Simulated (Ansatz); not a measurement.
This script for Ansatz 0.2.0 through its Python package starts 8 runs on C2H4F, SMILES C[CH]F. What input does the engine get in each?

`run_scan.py`:
```python
import ansatz as az
import numpy as np

geometry = (
    az.Crystal.molecule()
    .atom("C", (-0.5077, 0.3015, -0.1158))
    .atom("C", (0.6735, -0.4414, 0.0646))
    .atom("F", (1.0717, -0.8146, 1.2701))
    .atom("H", (-1.1884, -0.1946, -0.7573))
    .atom("H", (-0.3255, 1.2905, -0.6335))
    .atom("H", (-1.0334, 0.5708, 0.8325))
    .atom("H", (1.3712, -0.7802, -0.7064))
)

symbols = [site.symbol for site in geometry.cartesian_sites]
start = np.array([site.position_ang for site in geometry.cartesian_sites])
axis = (start[5] - start[0]) / np.linalg.norm(start[5] - start[0])
moving = [5]
lengths, energies = [0.983, 1.028, 1.073, 1.117, 1.162, 1.207, 1.251, 1.318], []
for length in lengths:
    xyz = start.copy()
    xyz[moving] += (length - np.linalg.norm(start[5] - start[0])) * axis
    point = az.Crystal.molecule()
    for symbol, place in zip(symbols, xyz):
        point = point.atom(symbol, place.tolist())
    calculation = (
        point.calculation()
        .basis(gaussian="cc-pVDZ")
        .functional("r2SCAN")
        .spin("collinear", total=1)
    )
    report = calculation.run(threads=1).report
    energies.append(report["free_energy_ev"])
    print(f"r = {length:6.3f} A  E = {energies[-1]:.5f} eV  <S^2> = {abs(report['mean_field']['state']['spin_squared']):.3f}")

fit = np.polynomial.Polynomial.fit(lengths, np.array(energies) - min(energies), 4).convert()
roots = [r.real for r in fit.deriv().roots() if abs(r.imag) < 1e-9 and fit.deriv(2)(r.real) > 0]
r_e = min(roots, key=lambda r: abs(r - lengths[int(np.argmin(energies))]))
print(f"minimum of the fit at {r_e:.4f} A, force constant {fit.deriv(2)(r_e):.2f} eV/A^2")
```

Run 1:
```yaml
crystal:
  periodic: [false, false, false]
  atoms:
    - { symbol: C, position_ang: [-0.5077, 0.3015, -0.1158] }
    - { symbol: C, position_ang: [0.6735, -0.4414, 0.0646] }
    - { symbol: F, position_ang: [1.0717, -0.8146, 1.2701] }
    - { symbol: H, position_ang: [-1.1884, -0.1946, -0.7573] }
    - { symbol: H, position_ang: [-0.3255, 1.2905, -0.6335] }
    - { symbol: H, position_ang: [-0.9702482935554716, 0.5384493160633221, 0.7185818656622667] }
    - { symbol: H, position_ang: [1.3712, -0.7802, -0.7064] }
basis:
  gaussian:
    orbitals: cc-pVDZ
hamiltonian:
  xc: r2scan
magnetization:
  spin_polarized: true
  initial_magnetization: 1.0
```

Run 2, against run 1:
```diff
-    - { symbol: H, position_ang: [-0.9702482935554716, 0.5384493160633221, 0.7185818656622667] }
+    - { symbol: H, position_ang: [-0.9914229356816122, 0.5492964363307173, 0.7567783905399901] }
```

Run 3, against run 1:
```diff
-    - { symbol: H, position_ang: [-0.9702482935554716, 0.5384493160633221, 0.7185818656622667] }
+    - { symbol: H, position_ang: [-1.0125975778077527, 0.5601435565981125, 0.7949749154177133] }
```

Run 4, against run 1:
```diff
-    - { symbol: H, position_ang: [-0.9702482935554716, 0.5384493160633221, 0.7185818656622667] }
+    - { symbol: H, position_ang: [-1.0333016723310904, 0.5707496297484546, 0.8323226286314872] }
```

Run 5, against run 1:
```diff
-    - { symbol: H, position_ang: [-0.9702482935554716, 0.5384493160633221, 0.7185818656622667] }
+    - { symbol: H, position_ang: [-1.054476314457231, 0.5815967500158498, 0.8705191535092105] }
```

Run 6, against run 1:
```diff
-    - { symbol: H, position_ang: [-0.9702482935554716, 0.5384493160633221, 0.7185818656622667] }
+    - { symbol: H, position_ang: [-1.0756509565833716, 0.5924438702832451, 0.9087156783869339] }
```

Run 7, against run 1:
```diff
-    - { symbol: H, position_ang: [-0.9702482935554716, 0.5384493160633221, 0.7185818656622667] }
+    - { symbol: H, position_ang: [-1.096355051106709, 0.603049943433587, 0.9460633916007076] }
```

Run 8, against run 1:
```diff
-    - { symbol: H, position_ang: [-0.9702482935554716, 0.5384493160633221, 0.7185818656622667] }
+    - { symbol: H, position_ang: [-1.1278817404945183, 0.6192001002761532, 1.002933773085318] }
```

Running `python run_scan.py` prints:
```text
r =  0.983 A  E = -4851.54303 eV  <S^2> = 0.756
r =  1.028 A  E = -4851.73252 eV  <S^2> = 0.756
r =  1.073 A  E = -4851.81928 eV  <S^2> = 0.756
r =  1.117 A  E = -4851.82684 eV  <S^2> = 0.756
r =  1.162 A  E = -4851.77350 eV  <S^2> = 0.756
r =  1.207 A  E = -4851.67281 eV  <S^2> = 0.756
r =  1.251 A  E = -4851.53964 eV  <S^2> = 0.756
r =  1.318 A  E = -4851.28985 eV  <S^2> = 0.756
minimum of the fit at 1.0995 A, force constant 33.93 eV/A^2
```

Notes:
- Total energies depend on the basis set; only differences at equal settings carry meaning.
- The rest of the molecule is held rigid at a force-field or estimated start geometry, and the basis set is modest; single-reference methods fail as a bond breaks.
- The species is open-shell (spin multiplicity 2).
- Hardware and time: 16 s on 1 thread of Intel(R) Xeon(R) Platinum 8488C (Sapphire Rapids), with other jobs on the host, peak memory 0.22 GiB.

(Lines on the test bed's own set-up are left out of the output.)
